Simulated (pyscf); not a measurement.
**Atom transfer: `[CH3][CH]([Cl])[Cl]` + `[H]` [doublet] → `[CH3][CH][Cl]` [doublet] + `[ClH]`**

Gas phase, doublet surface, charge 0. Bonds broken: C2–Cl3. Bonds formed: Cl3–H9. Single points on ωB97X-D3(BJ)/def2-SVP structures (PySCF, gas phase).

Transition state (Å):

```xyz
9

C     -0.8064    -0.8321     0.4748
C      0.2495     0.2045     0.2006
Cl    -0.4117     1.9155     0.8627
Cl     0.6302     0.3658    -1.5033
H     -0.4533    -1.8213     0.1415
H     -1.0209    -0.8698     1.5527
H     -1.7300    -0.5839    -0.0676
H      1.1804     0.0784     0.7644
H     -1.0334     3.3410     1.5152
```

One imaginary mode, 1172i cm⁻¹; descent along it reached the two sides named.

```csv
bond,change,reactant side (Å),saddle,product side
C2–Cl3,breaks,1.781,1.950,3.5
Cl3–H9,forms,3.6,1.687,1.284
```

Electronic energies relative to the separated reactants (kcal/mol):

```csv
level,barrier,reaction energy,reverse barrier
ωB97X-D3(BJ)/def2-TZVP,10.7,-23.0,33.7
PBE/def2-TZVP,1.8,-24.5,26.3
r²SCAN/def2-TZVP,0.8,-27.7,28.5
B3LYP-D3(BJ)/def2-TZVP,3.2,-27.3,30.5
PBE0-D3(BJ)/def2-TZVP,5.4,-23.9,29.3
M06-2X/def2-TZVP,9.4,-22.6,32.0
ωB97M-D3(BJ)/def2-TZVP,10.0,-24.5,34.5
HF/def2-TZVP,19.7,-28.5,48.3
```

With ωB97M-D3(BJ)/def2-TZVP energies and thermal terms (ideal gas, 1 atm, RRHO with modes under 100 cm⁻¹ raised to 100, one conformer, R ln 2 for rigid chiral ones), in kcal/mol:

```
T (K)  ΔH‡   ΔG‡     ΔH     ΔG
-----  ---  ----  -----  -----
298    9.4  15.2  -23.5  -27.6
600    9.2  21.2  -23.9  -31.7
900    8.9  27.2  -24.7  -35.4
1200   8.7  33.4  -25.5  -38.8
```

One saddle was located; it need not be the lowest between these sides. The angle at the transferred Cl is 176°.
